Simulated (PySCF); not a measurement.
**Stretching PH**

Set-up: PySCF, no relativity, basis sets P def2-SVP, H def2-SVP. Energies in eV from P + H in their ground configurations at the same level. State: ³Σ⁻ (triplet), unpaired electrons π ↑↑.

```tsv
R (Å)	revPBE
1.237	-2.528
1.294	-2.850
1.352	-3.042
1.395	-3.119
1.438	-3.150
1.481	-3.144
1.539	-3.090
1.611	-2.968
1.697	-2.766
1.812	-2.440
```

Q: Put a parabola through the three lowest points of the revPBE curve and estimate Re, k and ωe (reduced mass 0.9761 u; 1 eV/Å² = 0.16022 mdyn/Å; ωe = 1302.8·√(k/μ) cm⁻¹).

A: Through R = 1.395, 1.438, 1.481 Å the second-order coefficient is 10.0 eV/Å², so Re ≈ 1.453 Å, k ≈ 3.21 mdyn/Å and ωe ≈ 2361 cm⁻¹. A polynomial fit of higher order to the unrounded revPBE energies gives Re = 1.452 Å, k = 2.99 mdyn/Å, ωe = 2280 cm⁻¹; anharmonicity and rounding make the difference.

The higher-order fit for each curve: revPBE: Re = 1.452 Å, ωe = 2280 cm⁻¹, De = 3.15 eV.

The state was picked by a PBE0 search and need not be the measured ground state.
